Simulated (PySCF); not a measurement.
Ligands exchanged one at a time, B F-H. Gas-phase values, no solvent. Strings in code marks are SMILES.

The S1–T1 gap (TDA) from two functionals at the same geometries (B3LYP-D3(BJ)/def2-TZVP), both in PySCF: PBE-D3(BJ)/def2-TZVP and B3LYP-D3(BJ)/def2-TZVP. B3LYP has the VWN-RPA correlation part, as in Gaussian. Excitations are Tamm–Dancoff values on a coarser integration grid. The basis has no diffuse functions, so Rydberg states are missing or too high.

| species | PBE-D3(BJ)/def2-TZVP (eV) | B3LYP-D3(BJ)/def2-TZVP (eV) |
|---|---|---|
| 0 of 3 F replaced by H (`FB(F)F`) | 0.26 | 0.25 |
| 1 of 3 F replaced by H | 0.95 | 0.97 |
| 2 of 3 F replaced by H | 0.65 | 0.63 |

Over these rows, drawn at random from the members with no instability flagged (it was tested for open shells, ions and some series alone), PBE minus B3LYP-D3(BJ): mean 0.00 eV, from -0.02 eV to +0.02 eV.
